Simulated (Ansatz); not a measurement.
**CH₇PSi: one species, many methods**

One table from this session's results is given with a row withheld; the runs are named, their logs left out.

The runs use Ansatz 0.2.0, Gaussian basis; functionals in def2-TZVPP, the program's frozen cores in correlated methods.

Plan: LDA (SPW92), PBE-D4, revPBE-D4, BLYP-D4, r2SCAN-D4, B97M-V, PBE0-D4, B3LYP-D4, r2SCANh-D4, r2SCAN0-D4, HSE06-D4, BHLYP-D4, CAM-B3LYP-D4, LC-ωPBE, ωB97X-V, ωB97M-V, B2PLYP, PBE-QIDH; CCSD(T)/def2-SVP; CCSD(T)/def2-TZVPP; MP2/def2-QZVPP; extrapolation to the limit; RPA on PBE.

**Structure used throughout**

All runs share one geometry, relaxed beforehand with PBE0-D4 in a triple-zeta def2 set.

SMILES `C[SiH2]P`, 10 atoms, charge 0, spin multiplicity 1.

Atoms are counted from 1 here; the program's logs count them from 0.

Bond lengths: C1–Si2 1.871 Å, C1–H4 1.093 Å, C1–H5 1.092 Å, C1–H6 1.092 Å, Si2–P3 2.258 Å, Si2–H7 1.489 Å, Si2–H8 1.489 Å, P3–H9 1.421 Å, P3–H10 1.421 Å. Angles: Si2–C1–H4 110.6°, Si2–C1–H5 110.8°, Si2–C1–H6 110.8°, H4–C1–H5 108.1°, H4–C1–H6 108.3°, H5–C1–H6 108.2°, C1–Si2–P3 109.3°, C1–Si2–H7 110.2°, C1–Si2–H8 110.5°, P3–Si2–H7 112.3°, P3–Si2–H8 106.6°, H7–Si2–H8 107.9°, Si2–P3–H9 94.0°, Si2–P3–H10 93.9°, H9–P3–H10 93.5°.

Set-up of the first run:

in.yaml reads:

```yaml
crystal:
  periodic: [false, false, false]
  atoms:
    - {symbol: C, position_ang: [-1.011422, 0.677609, -0.906142]}
    - {symbol: Si, position_ang: [-0.143721, -0.646638, 0.090983]}
    - {symbol: P, position_ang: [1.255918, 0.329450, 1.570375]}
    - {symbol: H, position_ang: [-1.729046, 0.230130, -1.597781]}
    - {symbol: H, position_ang: [-0.293366, 1.256957, -1.491129]}
    - {symbol: H, position_ang: [-1.550293, 1.365089, -0.250530]}
    - {symbol: H, position_ang: [0.563787, -1.592372, -0.816077]}
    - {symbol: H, position_ang: [-1.129534, -1.427509, 0.888341]}
    - {symbol: H, position_ang: [1.888898, -0.890883, 1.928289]}
    - {symbol: H, position_ang: [2.231679, 0.646869, 0.586774]}
basis:
  gaussian: {orbitals: def2-TZVPP}
hamiltonian: {xc: lda}
output: {orbitals: {seedname: orbitals}}
```

Launch:

```bash
ansatz run in.yaml --threads 2 --pin off --events-out ev --progress --plain --max-ram 4352MiB
```

Steps of the session up to this table: LDA; PBE-D4 (GGA); revPBE-D4 (GGA); BLYP-D4 (GGA); r2SCAN-D4 (meta-GGA); B97M-V (meta-GGA); PBE0-D4 (hybrid); B3LYP-D4 (hybrid); r2SCANh-D4 (hybrid); r2SCAN0-D4 (hybrid); HSE06-D4 (hybrid); BHLYP-D4 (hybrid); CAM-B3LYP-D4 (range-separated); LC-ωPBE (range-separated); ωB97X-V (range-separated); ωB97M-V (range-separated); B2PLYP (double hybrid); PBE-QIDH (double hybrid).

One of the session's tables, all rows but one given; the rest of the session is left out.

It belongs to the step «Orbital energies across the functionals». 

| functional | HOMO (eV) | LUMO (eV) | gap (eV) |
| --- | --- | --- | --- |
| LDA (SPW92) | -6.38 | -0.66 | 5.72 |
| PBE-D4 | -6.30 | -0.51 | 5.79 |
| revPBE-D4 | -6.26 | -0.43 | 5.83 |
| BLYP-D4 | -6.15 | -0.40 | 5.75 |
| r2SCAN-D4 | -6.54 | -0.18 | 6.36 |
| B97M-V | -6.66 | -0.39 | 6.27 |
| PBE0-D4 | -7.40 | 0.34 | 7.74 |
| B3LYP-D4 | ? | ? | ? |
| r2SCANh-D4 | -6.94 | 0.12 | 7.07 |
| r2SCAN0-D4 | -7.56 | 0.56 | 8.12 |
| HSE06-D4 | -7.01 | -0.03 | 6.97 |
| BHLYP-D4 | -8.38 | 1.16 | 9.53 |
| CAM-B3LYP-D4 | -8.67 | 1.31 | 9.98 |
| LC-ωPBE | -10.02 | 2.47 | 12.49 |
| ωB97X-V | -9.68 | 2.32 | 12.00 |
| ωB97M-V | -9.50 | 2.01 | 11.52 |

Q: Estimate the row for B3LYP-D4 from the others.

Worked estimate for «HOMO (eV)». Against the share of exact exchange, BLYP-D4 (0, -6.15), BHLYP-D4 (0.5, -8.38) give a slope of -4.46 per unit share; at 0.2 the line stands at -7.04.

**Answer.** HOMO (eV): -7.19; LUMO (eV): 0.11; gap (eV): 7.30. In «HOMO (eV)» the line misses by +0.15.
